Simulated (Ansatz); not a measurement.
Ansatz (a quantum-chemistry and plane-wave program) input:

Ansatz 0.2 input:
```yaml
crystal:
  periodic: [false, false, false]
  atoms:
    - {symbol: C, position_ang: [1.24148412, -0.38487645, -0.02448150]}
    - {symbol: C, position_ang: [0.13162726, 0.61399813, -0.00546734]}
    - {symbol: O, position_ang: [-1.21553909, -0.18225276, -0.04318967]}
    - {symbol: H, position_ang: [-2.01707153, 0.37302904, -0.00729226]}
    - {symbol: H, position_ang: [0.07373152, 1.22038304, 0.89478114]}
    - {symbol: H, position_ang: [0.04921562, 1.21477509, -0.90633540]}
    - {symbol: H, position_ang: [2.17782210, 0.17928470, -0.03733501]}
    - {symbol: H, position_ang: [1.25514759, -1.00629661, 0.87265789]}
    - {symbol: H, position_ang: [1.21308039, -1.00752305, -0.91762756]}
    - {symbol: H, position_ang: [-1.26628133, -0.89036033, 0.62636158]}
basis:
  gaussian:
    orbitals: aug-cc-pVDZ
total_charge: 1
magnetization: {spin_polarized: false}
correlation: {method: ccsd_t, electrons: outside_noble_gas}
output: {forces: true}
```

### Question
Predict the final energy.

### Answer
-154.97099 Eh (CCSD(T)/aug-cc-pVDZ). The basis has 132 functions. The run takes very roughly 4 core-minutes.

It need not be the lowest isomer of its formula.
